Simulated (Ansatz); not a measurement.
# Cadmium, hcp: convergence with Fermi-Dirac smearing

Computed with Ansatz, r²SCAN, scalar-relativistic PAW, on the relaxed cell (a = 2.951 Å, c = 5.884 Å (c/a = 1.994); spin not included). Errors count from a run at 500 eV on a Γ-centred 20×20×9 mesh with Fermi-Dirac smearing of 0.1 eV, extrapolated to zero width. Fixed here: cutoff 500 eV, mesh 12×12×6. The SCF starts from atomic densities corrected by a trained network.

```json
{"width (eV)": "0.01", "E(σ→0) error (meV/atom)": "-6.2", "F error (meV/atom)": "-6.4", "P (GPa)": "0.05", "SCF iterations": "7"}
{"width (eV)": "0.03", "E(σ→0) error (meV/atom)": "-6.4", "F error (meV/atom)": "-6.9", "P (GPa)": "0.02", "SCF iterations": "7"}
{"width (eV)": "0.1", "E(σ→0) error (meV/atom)": "-7.0", "F error (meV/atom)": "-9.7", "P (GPa)": "0.00", "SCF iterations": "6"}
{"width (eV)": "0.2", "E(σ→0) error (meV/atom)": "-4.9", "F error (meV/atom)": "-19.3", "P (GPa)": "0.14", "SCF iterations": "7"}
{"width (eV)": "0.3", "E(σ→0) error (meV/atom)": "-0.7", "F error (meV/atom)": "-39.2", "P (GPa)": "0.41", "SCF iterations": "7"}
{"width (eV)": "0.6", "E(σ→0) error (meV/atom)": "14.2", "F error (meV/atom)": "-169.8", "P (GPa)": "1.67", "SCF iterations": "7"}
{"width (eV)": "1.0", "E(σ→0) error (meV/atom)": "33.0", "F error (meV/atom)": "-508.8", "P (GPa)": "4.01", "SCF iterations": "6"}
```
